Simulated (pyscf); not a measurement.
Optimised with ωB97X-D3(BJ)/def2-SVP in PySCF.

Task: For the elementary gas-phase step BH₃ + HF → H₂B–F + H₂ (singlet surface; B–H, F–H broken, B–F, H–H formed), what barrier and reaction energy does ωB97M-D3(BJ)/def2-TZVP give, measured from the separated reactants?

Result: ΔE‡ = 6.9 kcal/mol, ΔE = -32.7 kcal/mol. Zero-point energy shifts the barrier by +2.1 kcal/mol. It is a four-centre exchange, with an imaginary mode of 1173i cm⁻¹. On the reactant side the descent ends in a complex, 4.2 kcal/mol under the separated species and 11.9 kcal/mol under the saddle at ωB97X-D3(BJ)/def2-TZVP. One saddle was located; it need not be the lowest between these sides.
